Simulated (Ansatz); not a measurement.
# BHCl (doublet): the correlation ladder, cc-pVTZ

Aim: climb from Hartree-Fock through coupled cluster for BHCl (doublet) at one geometry and basis, and see what each rung misses.

Program: Ansatz 0.2.0, Gaussian basis. Level of theory: cc-pVTZ, core rule «outside noble gas», up to 6 orbitals frozen. These are calculated values, not measurements.

The runs, in order: UHF; CCSD(T) on ROHF; CCSD(T) on UHF; BCCD(T) on ROHF; CCSDT(Q) on ROHF; CCSDT(Q) on UHF.

11 further runs of the same task are left out: 7 for a known fault of the program, 4 set aside as unsound or not needed.

### Step 1. The geometry

The geometry is a PBE0/def2-TZVP stationary point (not a proven minimum).

3 atoms, charge 0, spin multiplicity 2.

Atoms are counted from 1 here; the program's logs count them from 0.

Bond lengths: B1–Cl2 1.710 Å, B1–H3 1.193 Å. Angles: Cl2–B1–H3 123.6°.

Coordinates:

```
atom   x (Å)    y (Å)    z (Å)
  B1  0.0000  -0.1861   1.2546
 Cl2  0.0000   0.0365  -0.4405
  H3  0.0000   0.7137   2.0386
```

### Step 2. UHF

Contents of in.yaml:

```yaml
crystal:
  periodic: [false, false, false]
  atoms:
    - {symbol: B, position_ang: [0.000000, -0.186113, 1.254645]}
    - {symbol: Cl, position_ang: [0.000000, 0.036461, -0.440547]}
    - {symbol: H, position_ang: [0.000000, 0.713740, 2.038566]}
basis:
  gaussian: {orbitals: cc-pVTZ}
magnetization: {spin_polarized: true, initial_magnetization: 1}
hamiltonian: {xc: hf}
output: {orbitals: {seedname: orbitals}}
```

Run with:

```bash
> ansatz run in.yaml --threads 1 --pin off --events-out ev --progress --plain --max-ram 2816MiB --backend cpu
```

After this run come: CCSD(T) on ROHF; CCSD(T) on UHF; BCCD(T) on ROHF; CCSDT(Q) on ROHF; CCSDT(Q) on UHF.

Q: Predict the results of all the runs planned. Wanted: UCCSDT(Q) below the RHF energy; RMP2 from UCCSDT(Q); UMP2 from UCCSDT(Q); RCCSD from UCCSDT(Q); RCCSD(T) from UCCSDT(Q); UCCSD(T) from UCCSDT(Q); RCCSDT(Q) from UCCSDT(Q); T1 diagnostic.

**Answer**, as computed:

| quantity | value |
| --- | --- |
| UCCSDT(Q) below the RHF energy | -8.3155 eV |
| RMP2 from UCCSDT(Q) | +1096.5 meV |
| UMP2 from UCCSDT(Q) | +1093.9 meV |
| RCCSD from UCCSDT(Q) | +365.6 meV |
| RCCSD(T) from UCCSDT(Q) | +39.6 meV |
| UCCSD(T) from UCCSDT(Q) | +39.6 meV |
| RCCSDT(Q) from UCCSDT(Q) | +1.9 meV |
| levels within 1 kcal/mol (43 meV) | RCCSD(T), UCCSD(T), BCCD(T), RCCSDT, UCCSDT, RCCSDT(Q) |
| T1 diagnostic | 0.019 |

**Reading.** RCCSD(T) lands +39.6 meV from the yardstick (0.5 % of the correlation energy). These misses are within one basis, not against nature; the frozen cores of restricted and unrestricted runs differ, which can shift their rows.
